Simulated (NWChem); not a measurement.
System: formaldehyde (CH$_{2}$O); SMILES C=O

```xyz
4

C      0.0000     0.0000     0.5184
O      0.0000     0.0000    -0.6898
H      0.0000    -0.9529     1.1300
H      0.0000     0.9529     1.1300
```
Atoms are numbered in this order, from 1.

All runs use the structure optimised with PBE-D3(BJ)/def2-SVP.

 Unshifted, non-relativistic core excitations; the lowest 4 roots alone, so stronger bands may lie above.

Task: List the first C K-edge excitations from PBE/cc-pVTZ, restricted-window TDA (NWChem).

Result: 
| state | energy (eV) | dipole oscillator strength | leading excitation (squared amplitude) |
|---|---|---|---|
| S1 | 269.5 | 0.0407 | 1s of atom 1 or its equivalents → LUMO (1.00) |
| S2 | 272.8 | 0.0076 | 1s of atom 1 or its equivalents → LUMO+1 (0.99) |
| S3 | 274.3 | 0.0264 | 1s of atom 1 or its equivalents → LUMO+2 (1.00) |
| S4 | 275.0 | 0.0005 | 1s of atom 1 or its equivalents → LUMO+3 (1.00) |
